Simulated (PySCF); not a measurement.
Compound: C₄H₆OS.
Cartesian coordinates in Å at the GFN2-xTB level; atoms count from 1:
```
atom  x, y, z in Å
C1    -1.1013   -0.9212    0.0299
C2    -0.0011   -0.0142   -0.4902
C3     1.3609   -0.0534    0.2278
O4     1.1952    1.3197    0.6223
C5    -0.0135    1.4070    0.0256
S6    -1.0349    2.6428   -0.0305
H7    -0.9111   -1.9517   -0.2610
H8    -1.1630   -0.8654    1.1144
H9    -2.0551   -0.6063   -0.3856
H10    0.0659   -0.0744   -1.5780
H11    2.2430   -0.1775   -0.4008
H12    1.4161   -0.7062    1.1000
```

Definitions: NICS(0) = −σiso at the ring centroid; NICS(1) = −σiso and NICS(1)zz = −σzz at ±1 Å along the ring normal z. Level: GIAO PBE0/pcSseg-1 (PySCF, non-relativistic, gas phase) on the GFN2-xTB geometry, one conformer.

Ring bond lengths (Å), with Mayer bond orders in brackets: C2–C3 1.540 (1.00), C3–O4 1.438 (0.89), O4–C5 1.351 (1.07), C5–C2 1.512 (0.90).

What do the NICS probes read (ppm)?

```tsv
ring	type	NICS(0)	NICS(1), two faces	NICS(1)zz, two faces	rms pucker (Å)	centre to ring atoms, mean (Å)
C2–C3–O4–C5	4-membered ring with O; formal bonds all single	1.8	-1.5 / -1.4	1.2 / 0.5	0.01	1.03
```

What do they say, and how far can they be read as aromaticity?

- C2–C3–O4–C5: mean NICS(1)zz 0.8 ppm, near zero. C2, C3 have four or more neighbours, and the NICS criterion for π rings isn't applied.

What is the mean of the two in-plane components of NICS at the first NICS(1) probe listed for ring C2–C3–O4–C5, 1 Å off the ring?

The isotropic value is a third of the trace: (3 × -1.5 − (1.2))/2 = -2.9 ppm.

List the ring angles and the Hirshfeld charges of the ring atoms.

- C2–C3–O4–C5: C2 82.7° (-0.030 e), C3 90.1° (+0.014 e), O4 92.5° (-0.099 e), C5 94.7° (+0.093 e); sum 360.0° against 360° for a flat convex ring.

How shielded are the nuclei of the rings and their hydrogens (means over atoms taken as equivalent)?

| atoms | environment | σ isotropic (ppm) | principal values of the symmetric part, first atom (ppm) |
| --- | --- | --- | --- |
| C2 | four-membered-ring carbon | 133.4 | 117.9, 121.1, 161.0 |
| C3 | sp3 carbon bound to oxygen | 111.6 | 90.9, 96.3, 147.5 |
| O4 | oxygen bonded to 2 C | 3.1 | -277.2, 104.3, 182.2 |
| C5 | thiocarbonyl carbon | -47.3 | -220.5, 14.9, 63.6 |
| H10 | methine hydrogen | 28.47 | 25.8, 27.7, 31.9 |
| H11 | methylene hydrogen | 26.85 | 24.6, 25.7, 30.2 |
| H12 | methylene hydrogen | 27.36 | 24.9, 26.9, 30.3 |
